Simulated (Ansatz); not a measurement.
Ansatz (an electronic-structure program) input (CCSD(T)/aug-cc-pVTZ):

Ansatz 0.2 input:
```yaml
crystal:
  periodic: [false, false, false]
  atoms:
    - {symbol: C, position_ang: [1.04927885, -0.58527834, 0.04637878]}
    - {symbol: C, position_ang: [-0.00995392, 0.50709806, 0.03465196]}
    - {symbol: O, position_ang: [-1.29849738, 0.08458737, -0.10215282]}
    - {symbol: H, position_ang: [0.03307897, 1.12810814, 0.95086167]}
    - {symbol: H, position_ang: [0.17606814, 1.24831543, -0.76718230]}
    - {symbol: H, position_ang: [2.04743003, -0.15600391, 0.15948807]}
    - {symbol: H, position_ang: [0.87458400, -1.27550716, 0.87275301]}
    - {symbol: H, position_ang: [1.02086827, -1.15252975, -0.88488227]}
basis:
  gaussian:
    orbitals: aug-cc-pVTZ
total_charge: 1
magnetization: {spin_polarized: true, initial_magnetization: 2}
correlation: {method: ccsd_t, electrons: outside_noble_gas}
```

End of the output:

```
second order -13.72822484 eV of doubles, -0.00000000 eV of singles
coupled cluster: 3.86 GiB planned
cycle   1  -14.98251330 eV  change    -1.5e0 eV  update   2.7e-2
cycle   2  -15.02615737 eV  change   -4.4e-2 eV  update   9.9e-3
cycle   3  -15.03801186 eV  change   -1.2e-2 eV  update   5.6e-3
cycle   4  -15.04548211 eV  change   -7.5e-3 eV  update   3.7e-3
cycle   5  -15.05229196 eV  change   -6.8e-3 eV  update   1.7e-3
cycle   6  -15.05473408 eV  change   -2.4e-3 eV  update   1.0e-3
cycle   7  -15.05502045 eV  change   -2.9e-4 eV  update   3.0e-4
cycle   8  -15.05509893 eV  change   -7.8e-5 eV  update   1.7e-4
cycle   9  -15.05502494 eV  change    7.4e-5 eV  update   8.2e-5
cycle  10  -15.05498636 eV  change    3.9e-5 eV  update   3.8e-5
cycle  11  -15.05499970 eV  change   -1.3e-5 eV  update   1.7e-5
perturbative correction -0.59733921 eV, -0.0219518109 hartree
Total energy: -4183.73943269 eV, -153.7495883108 hartree
```

This state (charge 1, triplet) is run at the relaxed geometry of the species with charge 0 and multiplicity 2.
